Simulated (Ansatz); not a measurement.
# AlC₂ (sextet): the correlation ladder, cc-pVTZ

The task here is to estimate one member of a computed series from the others.

Method: cc-pVTZ, core rule «outside noble gas», up to 7 orbitals frozen; program: Ansatz 0.2.0, Gaussian basis.

To be run: UHF; CCSD(T) on ROHF; CCSD(T) on UHF; BCCD(T) on ROHF; CCSDT(Q) on ROHF; CCSDT(Q) on UHF; CASSCF and MRCISD+Q, 11 electrons in 12 orbitals; CASSCF and NEVPT2, 11 electrons in 12 orbitals.

4 further runs of the same task are left out: 1 for a known fault of the program, 3 set aside as unsound or not needed.

### What is computed

The geometry is a PBE0/def2-TZVP stationary point (not a proven minimum) of the parent state, kept for this charge and spin.

3 atoms, charge 0, spin multiplicity 6.

Atoms are counted from 1 here; the program's logs count them from 0.

Bond lengths: C1–Al2 1.931 Å, Al2–C3 1.931 Å. Angles: C1–Al2–C3 180.0°.

The first run:

Input file in.yaml:

```yaml
crystal:
  periodic: [false, false, false]
  atoms:
    - {symbol: C, position_ang: [0.000000, 0.000000, 1.931400]}
    - {symbol: Al, position_ang: [0.000000, 0.000000, 0.000000]}
    - {symbol: C, position_ang: [0.000000, 0.000000, -1.931400]}
basis:
  gaussian: {orbitals: cc-pVTZ}
magnetization: {spin_polarized: true, initial_magnetization: 5}
hamiltonian: {xc: hf}
output: {orbitals: {seedname: orbitals}}
```

On the command line:

```
$ ansatz run in.yaml --threads 1 --pin off --events-out ev --progress --plain --max-ram 4096MiB --backend cpu
```

Steps of the session up to this table: UHF; CCSD(T) on ROHF; CCSD(T) on UHF; BCCD(T) on ROHF; CCSDT(Q) on ROHF; CCSDT(Q) on UHF; CASSCF and MRCISD+Q, 11 electrons in 12 orbitals; CASSCF and NEVPT2, 11 electrons in 12 orbitals.

One table of the session follows, with a row left open; its other results are not shown here.

| method | from RCCSDT(Q) (kJ/mol) |
| --- | --- |
| UHF | +772.3 |
| RMP2 | +131.3 |
| UMP2 | +172.5 |
| RCCSD | ? |
| UCCSD | +52.7 |
| RCCSD(T) | +10.8 |
| UCCSD(T) | +11.1 |
| BCCD(T) | +11.4 |
| RCCSDT | +4.6 |
| UCCSDT | +2.9 |
| RCCSDT(Q) | 0 |
| UCCSDT(Q) | -1.0 |
| CASSCF valence | +571.7 |
| NEVPT2 valence | +109.5 |
| MRCISD valence | +54.9 |
| MRCISD+Q valence | +7.8 |

Estimate the missing values for RCCSD.

**Answer.** from RCCSDT(Q) (kJ/mol): +59.2. In the column «from RCCSDT(Q) (kJ/mol)» it lies between MRCISD valence (+54.9) and NEVPT2 valence (+109.5).

Left out of the table: ROHF (another determinant or state than the rows shown).

Limits of these values: The report flags that the cluster equations may have other roots. The program flags RCCSD(T), BCCD(T), RCCSDT(Q) as in doubt, so the zero of the table is itself unsure. Warnings: spin contamination; coupled cluster took another determinant than the lowest. Restricted and unrestricted rows rest on different reference determinants; where their highest levels disagree by more than a few hundredths of an eV, they describe different states and don't form one ladder.
